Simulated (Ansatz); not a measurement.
**AlSiH (singlet): from Hartree-Fock to the top rungs at scale of all distances = 1.121, 6-31G**

How much of the correlation energy of AlSiH (singlet) does each wave-function method recover here?

Program: Ansatz 0.2.0, Gaussian basis. Level of theory: 6-31G, core rule «outside noble gas», up to 10 orbitals frozen. These are calculated values, not measurements.

Plan: UHF; CCSD(T) on RHF; CCSD(T) on UHF; BCCD(T) on RHF; CISD; CCSDT(Q) on RHF; CCSDT(Q) on UHF; CISDTQ; CCSDTQ on RHF; CCSDTQ on UHF; CASSCF and MRCISD+Q, 2 electrons in 2 orbitals; CASSCF and NEVPT2, 2 electrons in 2 orbitals; CASSCF and MRCISD+Q, 8 electrons in 9 orbitals; CASSCF and NEVPT4(SD), 8 electrons in 9 orbitals; CASSCF and NEVPT2, 8 electrons in 9 orbitals; Full CI.

20 further runs of the same task are left out: 2 for a mislabelled method, 1 for a known fault of the program, 12 that didn't finish, 5 set aside as unsound or not needed.

## 1. The system

The geometry derives from a PBE0/def2-TZVP stationary point (not a proven minimum). All distances are scaled together.

3 atoms, charge 0, spin multiplicity 1.

Atoms are counted from 1 here; the program's logs count them from 0.

Bond lengths: Si1–Al2 2.639 Å, Al2–H3 1.788 Å. Angles: Si1–Al2–H3 180.0°.

## 2. UHF

in.yaml

```yaml
crystal:
  periodic: [false, false, false]
  atoms:
    - {symbol: Si, position_ang: [0.000000, 0.000000, 2.355002]}
    - {symbol: Al, position_ang: [0.000000, 0.000000, -0.283612]}
    - {symbol: H, position_ang: [0.000000, 0.000000, -2.071390]}
basis:
  gaussian: {orbitals: 6-31G}
magnetization: {spin_polarized: true, initial_magnetization: 0}
hamiltonian: {xc: hf}
output: {orbitals: {seedname: orbitals}}
```

Command:

```sh
$ ansatz run in.yaml --threads 1 --pin off --events-out ev --progress --plain --max-ram 2393MiB
```

After this run come: CCSD(T) on RHF; CCSD(T) on UHF; BCCD(T) on RHF; CISD; CCSDT(Q) on RHF; CCSDT(Q) on UHF; CISDTQ; CCSDTQ on RHF; CCSDTQ on UHF; CASSCF and MRCISD+Q, 2 electrons in 2 orbitals; CASSCF and NEVPT2, 2 electrons in 2 orbitals; CASSCF and MRCISD+Q, 8 electrons in 9 orbitals; CASSCF and NEVPT4(SD), 8 electrons in 9 orbitals; CASSCF and NEVPT2, 8 electrons in 9 orbitals; Full CI.

**Question.** What will the summary of the whole plan be? Wanted: FCI below the RHF energy; RMP2 from FCI; RCCSD from FCI; RCCSD(T) from FCI; RCCSDT(Q) from FCI; NEVPT2 valence from FCI; NEVPT4(SD) valence from FCI; MRCISD+Q valence from FCI; T1 diagnostic.

The runs gave:

| quantity | value |
| --- | --- |
| FCI below the RHF energy | -3.0874 eV |
| RMP2 from FCI | +24.75 kcal/mol |
| RCCSD from FCI | +5.57 kcal/mol |
| RCCSD(T) from FCI | +2.95 kcal/mol |
| RCCSDT(Q) from FCI | +0.33 kcal/mol |
| NEVPT2 valence from FCI | +4.57 kcal/mol |
| NEVPT4(SD) valence from FCI | +0.69 kcal/mol |
| MRCISD+Q valence from FCI | +0.06 kcal/mol |
| levels within 1 kcal/mol (43 meV) | RCCSDT(Q), RCCSDTQ, NEVPT4(SD) valence, MRCISD valence, MRCISD+Q valence |
| T1 diagnostic | 0.055 |
| effectively unpaired electrons | 2.13 |

**Reading.** RCCSD(T) misses by +2.95 kcal/mol, 4.1 % of the correlation energy. The occupations show strong static correlation (2.1 unpaired electrons where one determinant has 0). Coupled cluster on one determinant still stays close here. Of the multireference levels listed MRCISD+Q valence comes nearest in total energy (+0.06 kcal/mol), which doesn't show that its space is the better one. These misses are within one basis, not against nature.
